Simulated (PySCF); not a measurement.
## Worked example: AlH4, doublet against AlH₄⁺, singlet

All five atoms lie in one plane.

Geometry (PBE0/def2-TZVP stationary point of a singlet), kept for both states (AlH4⁺, singlet: A1; AlH4, doublet: B1):

```xyz
5

Al    0.0000    0.0000   -0.1186
H     0.0000   -0.3848    1.9224
H     0.0000    0.3848    1.9224
H     0.0000    1.5369   -0.3348
H     0.0000   -1.5369   -0.3348
```

Basis aug-cc-pVDZ; PySCF 2.14.0. Correlated methods freeze the noble-gas cores. Prefix R: restricted or restricted open-shell reference; prefix U: unrestricted.

Full CI isn't at hand for all of this; RCCSDT serves as the reference. It lacks quadruple excitations. The frozen core follows each run's orbitals, which can shift R against U totals by a few meV.

| level | E(AlH4⁺, singlet) (hartree) | E(AlH4, doublet) (hartree) |
| --- | --- | --- |
| UHF | -243.917928 | -244.116925 |
| UMP2 | -244.000473 | -244.211522 |
| UCCSD(T) | -244.027411 | -244.243400 |
| PBE | -244.324616 | -244.551145 |
| B3LYP | -244.505763 | -244.729052 |
| RCCSDT | -244.027736 | -244.244074 |

Task: Give the vertical gap, AlH4 doublet less AlH4⁺ singlet, at each level in eV (1 hartree = 27.2114 eV), and each error against RCCSDT.

Result: RCCSDT: (-244.244074 − (-244.027736)) × 27.2114 = -5.887 eV (the reference)
B3LYP: (-244.729052 − (-244.505763)) × 27.2114 = -6.076 eV, error -0.189 eV
PBE: (-244.551145 − (-244.324616)) × 27.2114 = -6.164 eV, error -0.277 eV
UCCSD(T): (-244.243400 − (-244.027411)) × 27.2114 = -5.877 eV, error 0.010 eV
UMP2: (-244.211522 − (-244.000473)) × 27.2114 = -5.743 eV, error 0.144 eV
UHF: (-244.116925 − (-243.917928)) × 27.2114 = -5.415 eV, error 0.472 eV

Total energies of functionals can't be set beside those of wave-function methods, since they hold the core's correlation and their own absolute errors; only the differences compare.

In so small a basis the reference is far from its limit while semilocal and hybrid functionals are nearer theirs, so the functionals' errors here hold much of the reference's basis and frozen-core error, which can add to them or hide them.

Each level lands on the state that its own search finds. T1 diagnostics of restricted CCSD: 0.008 and 0.019.
